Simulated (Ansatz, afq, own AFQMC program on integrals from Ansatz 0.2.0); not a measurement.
**Where AFQMC and coupled cluster stand for SiH3⁺, triplet**

```xyz
4

Si    0.0000    0.1611   -0.1875
H     0.0000   -2.9191   -1.9614
H     1.0465   -0.7855    3.5929
H    -1.0465   -0.7855    3.5929
```

Basis cc-pVDZ. Noble-gas cores (and the filled d shells of Ga–Kr and In–Xe) are frozen. AFQMC by an in-house program on the Cholesky factors that Ansatz 0.2.0 writes for its CCSD(T) run. The CISD trial takes its coefficients from CCSD amplitudes. Released means that phaseless walkers are propagated on without the constraint, phases kept. ± is one standard error of the sampling.

Determinant: UHF, the one that the program's search chose, which needn't be the lowest solution. The geometry is a point of a scan.

Full CI on the same integrals is exact in this basis and with this determinant's frozen core.

Cautions: lower spins were not checked; strong correlation (T1 0.103, weight of the determinant 0.53, largest double 0.70); unrestricted determinant spin contaminated (⟨S²⟩ 2.93 against 2.00); the CCSD(T) amplitudes may be one of several solutions (largest double 0.70); the CCSDT(Q) amplitudes may be one of several solutions (largest double 0.70); the CCSDTQ amplitudes may be one of several solutions (largest double 0.70).

The T1 diagnostic is 0.1034. The weight of the determinant in the CISD state is 0.527, the ⟨S²⟩ of the determinant is 2.933 and the size of the correlated space is 6 electrons in 28 orbitals.

Reference: full CI, correlation energy -1.823 eV. The released energy is read at 2.40 1/Eh (meV from the phaseless value at times in 1/Eh: -3 ± 5 at 0.24, -12 ± 4 at 0.51, -19 ± 3 at 0.99, -23 ± 4 at 1.62, -24 ± 4 at 2.40). The cautions show a poor starting determinant, so the rows tell how each method copes with it here, and full CI is the sure value.

```tsv
level	E − E(reference) (kJ/mol)	share of correlation (%)
HF	175.9	0.00
MP2	81.1	53.92
CCSD	2.9	98.34
CCSD(T)	1.0	99.44
CCSDT	0.1	99.95
CCSDT(Q)	0.1	99.96
CCSDTQ	0.0	100.00
ph-AFQMC/HF	7.2 ± 1.4	95.93
ph-AFQMC/CISD	2.9 ± 0.5	98.33
released AFQMC	0.6 ± 0.4	99.65
```

CCSDT and higher add their correlation energy to the determinant of the CCSD(T) run, since their own runs factorise the integrals more tightly (a shift of under 2 meV). Released energies are given only where the last usable release times agree within the noise; a slower fall can still hide under it.
